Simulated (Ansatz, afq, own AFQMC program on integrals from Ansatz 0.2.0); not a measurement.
AFQMC on a folder of integrals that Ansatz 0.2.0 wrote.

```yaml
crystal:
  periodic: [false, false, false]
  atoms:
    - {symbol: N, position_ang: [-1.110867, -0.017258, -0.026862]}
    - {symbol: H, position_ang: [-1.408147, 0.950575, -0.026861]}
    - {symbol: H, position_ang: [-1.408146, -0.419557, 0.853398]}
    - {symbol: H, position_ang: [-0.098407, -0.017258, -0.026862]}
    - {symbol: O, position_ang: [1.156133, -0.017257, -0.026862]}
basis:
  gaussian: {orbitals: cc-pVTZ}
magnetization: {spin_polarized: true, initial_magnetization: 2}
correlation: {method: ccsd_t, electrons: outside_noble_gas, hamiltonian_folder: ham}
```

```sh
$ ansatz run in.yaml --threads 1 --pin off --events-out ev --progress --plain --max-ram 24576MiB --backend cuda --devices 0, --max-vram 18GiB
```

afq runs on the folder ham with

```
--method phaseless --trial cisd --walkers 900 --populations 20 --least-time 60 --time-step 0.005 --steps-per-block 50 --equilibration-blocks 28 --max-blocks 4000 --target-error 0.00022 --factor-cut 1e-05 --start spin_pure --seed 7155 --release-times 0.24,0.51,0.99,1.62,2.4 --release-step 0.03 --release-every 3 --taylor-order 6
```

Times are imaginary, in 1/Eh. The walk had a cap of 236 s. With eight or more populations the least sampling time is a fifth of least-time, and the error comes from their spread.

afq prints:

```
orbitals 100  electrons 8 6  factors 588 of 589
reference energy -130.97807128 Eh
CCSD correlation -0.42628073 Eh in 17 cycles, weight of the determinant in the CISD state 0.8758
energy of the start -131.403489 Eh
 block  time / (1/Eh)  mean weight  energy / Eh
     1     0.250  1.0006  -131.401874
     2     0.500  1.0007  -131.408379
     3     0.750  1.0003  -131.413397
     4     1.000  0.9996  -131.417798
     5     1.250  0.9989  -131.416402
     7     1.750  1.0008  -131.417409
     9     2.250  1.0002  -131.416861
    13     3.250  1.0001  -131.418563
    19     4.750  1.0008  -131.419204
    25     6.250  1.0012  -131.416611
    31     7.750  0.9991  -131.418361
    34     8.500  0.9999  -131.415022
    37     9.250  0.9990  -131.417179
    43    10.750  0.9997  -131.418760
    49    12.250  0.9999  -131.416917
    55    13.750  0.9999  -131.417706
    61    15.250  1.0002  -131.418027
    67    16.750  1.0016  -131.418521
    73    18.250  0.9997  -131.419245
    79    19.750  0.9994  -131.418120
    85    21.250  1.0010  -131.421568
    91    22.750  1.0010  -131.420009
    97    24.250  1.0011  -131.416945
   103    25.750  1.0000  -131.421443
   109    27.250  0.9991  -131.415498
   115    28.750  1.0010  -131.416483
   121    30.250  0.9997  -131.419080
   127    31.750  0.9991  -131.420543
   133    33.250  1.0003  -131.418353
   139    34.750  0.9996  -131.424457
   145    36.250  0.9995  -131.421875
   151    37.750  1.0008  -131.419942
error from the spread of 20 populations
released: time / (1/Eh)  energy / Eh  error  mean overlap
  0.24  -131.419021  0.000248  0.9930
  0.51  -131.419954  0.000328  0.9897
  0.99  -131.419918  0.000490  0.9870
  1.62  -131.420015  0.000562  0.9802
  2.40  -131.422598  0.001203  0.9771
energy -131.418085 +/- 0.000249 Eh
(rows thinned)
```

The run passed its tests (sampling time, drift between the halves within three errors, error under three times the target), which doesn't prove that it has relaxed, ending at its cap on processor time.

Against this walk (error 6.8 meV) on the same determinant: CCSD(T) 7.2 meV higher (within the noise). The error is statistical and leaves out the bias of the constraint. None of these is a sure reference here. Released to 0.99 1/Eh the energy lies 50 ± 15 meV (both errors) below the phaseless value, which shows part or all of the bias of the constraint, and CCSD(T) lies 57.1 meV above the released value.

Cautions: constraint bias not in the error; error above the target (6.8 against 6.0 meV); lower spins were not checked.

The walk took 4 min on 1 × NVIDIA H100 80GB HBM3 with 2 threads of AMD EPYC 7R13 Processor (Zen 3) (shared host) (the card was shared). The log's last line is the phaseless energy.

A walk keeps the symmetry of its determinant, which the program's search chose and which needn't be the lowest solution, so a lower state of the same spin and another symmetry isn't excluded.
